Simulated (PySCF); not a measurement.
Compound: C₄H₄S₂.
Numbering: `[SH:1][c:2]1[cH:3][cH:4][s:5][cH:6]1`

Geometry (GFN2-xTB, Å), atoms numbered from 1 in this order:
```xyz
10
C4H4S2 angstrom
S      2.3181   -0.2113   -0.5909
C      0.6155    0.1289   -0.2821
C     -0.2279   -0.6783    0.5241
C     -1.4888   -0.1869    0.5931
S     -1.6768    1.2600   -0.3152
C     -0.0290    1.2085   -0.8019
H      2.3522   -1.3235    0.1402
H      0.0999   -1.5738    1.0214
H     -2.3259   -0.5900    1.1269
H      0.3715    1.9710   -1.4381
```

NICS is the negative of the GIAO shielding at a point without a nucleus: at the ring centre (0) and 1 Å above and below it (1); zz is the component along the ring normal. Level: GIAO PBE0/pcSseg-1 (PySCF, non-relativistic, gas phase) on the GFN2-xTB geometry, one conformer.

Ring bond lengths (Å), with Mayer bond orders in brackets: C2–C3 1.419 (1.21), C3–C4 1.355 (1.59), C4–S5 1.719 (1.19), S5–C6 1.719 (1.16), C6–C2 1.361 (1.55).

Give the NICS values of each ring in ppm.

| ring | type | NICS(0) | NICS(1), two faces | NICS(1)zz, two faces | rms pucker (Å) | centre to ring atoms, mean (Å) |
| --- | --- | --- | --- | --- | --- | --- |
| C2–C3–C4–S5–C6 | 5-membered ring with S; formal bonds all aromatic | -12.8 | -11.0 / -11.0 | -25.8 / -25.8 | 0.00 | 1.28 |

What do they say, and how far can they be read as aromaticity?

- C2–C3–C4–S5–C6: mean NICS(1)zz -25.8 ppm, shielded, aromatic by this magnetic criterion (flat ring, no four-coordinate atom).

And the bond-length index? Use HOMA with the parameters of Krygowski (1993).

- C2–C3–C4–S5–C6: HOMA 0.79; the largest term is that of C3–C4, α(R − Ropt)² = 0.28. The geometric and the magnetic index point the same way.

At the first NICS(1) probe listed for ring C2–C3–C4–S5–C6, 1 Å off the ring, what do the in-plane components average?

The isotropic value is a third of the trace: (3 × -11.0 − (-25.8))/2 = -3.6 ppm.

Give the inner angles of the rings and the Hirshfeld charges of the ring atoms.

- C2–C3–C4–S5–C6: C2 112.8° (-0.042 e), C3 112.1° (-0.081 e), C4 112.3° (-0.080 e), S5 91.1° (+0.109 e), C6 111.7° (-0.104 e); sum 540.0° against 540° for a flat convex ring.

What are the shieldings of the ring atoms and their hydrogens in the same run (means over atoms taken as equivalent)?

```
atoms                        environment  σ isotropic (ppm)  principal values of the symmetric part, first atom (ppm)
   C2        substituted aromatic carbon               52.8                                        -23.5, 46.1, 135.9
   C3                 aromatic CH carbon               54.4                                        -23.4, 57.0, 129.5
   C4  aromatic CH next to a ring sulfur               52.0                                        -37.6, 47.0, 146.7
   S5              thiophene-type sulfur              267.1                                       125.8, 287.3, 388.3
   C6  aromatic CH next to a ring sulfur               64.0                                        -19.9, 68.8, 143.1
   H8                  aromatic hydrogen              24.95                                          21.2, 25.7, 27.9
   H9                  aromatic hydrogen              24.61                                          21.8, 24.8, 27.2
  H10                  aromatic hydrogen              25.10                                          21.2, 26.8, 27.3
```
